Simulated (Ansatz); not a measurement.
Bulk modulus (GPa) of 44 elemental metals, computed with LDA (Ansatz, a first-principles code, PAW) and with PBEsol in Ansatz (plane waves, PAW). The set holds measured phases with no doubt noted on the run or the magnetic state but for the caveats below. Solids without a value at one level (not run, failed, or a magnetic order lost), or held back for tests, aren't counted.

Every twentieth of the way through the set, in order of the shift (worked out from unrounded values):

```tsv
solid	LDA	PBEsol	shift (%)
bcc Rb	3.58	2.95	-17.8
bcc Cs	2.44	2.06	-15.9
fcc Ag	139	119	-14.5
bcc Na	9.14	7.88	-13.8
fcc Sr	14.0	12.4	-11.2
fcc Ni	255	229	-10.2
fcc Au	194	174	-10.1
bcc Ba	10.2	9.16	-9.9
double-hcp La	29.5	26.7	-9.5
α-phase Ga	66.8	60.6	-9.4
hcp Sc	61.6	57.2	-7.1
fcc Pt	307	287	-6.4
fcc Ca	19.1	18.0	-6.0
bcc V	209	197	-5.8
hcp Hf	120	113	-5.7
hcp Ru	366	346	-5.4
bcc Nb	191	181	-5.0
bcc Mo	293	280	-4.5
hcp Zr	102	98.3	-3.8
hcp Os	448	431	-3.7
fcc Al	83.2	81.5	-2.0
```

The shift from LDA to PBEsol has a median of -7.8 %, and eight in ten lie between -14.4 % and -3.9 %; PBEsol is the larger in 0 of 44. Each level is at its own cell, so the shift holds the change of volume too.

Ansatz's runs of these crystals have no spin polarisation, but for bcc Fe, hcp Co, fcc Ni.

Density-functional runs with spin start from parallel moments for bcc Fe, parallel moments for hcp Co, parallel moments for fcc Ni.

Spin–orbit coupling is left out, also for the solids with elements from indium on (bcc Ta, body-centred tetragonal In, fcc Pt, hcp Os, bcc Ba, white tin (β-Sn), double-hcp La, bcc W, hcp Tl, fcc Ir and 6 more); its size isn't shown.

Each level is taken at its own relaxed cell. Ansatz's density-functional and Hartree–Fock values are scalar-relativistic unless marked +SOC, with PAW data made under PBE.
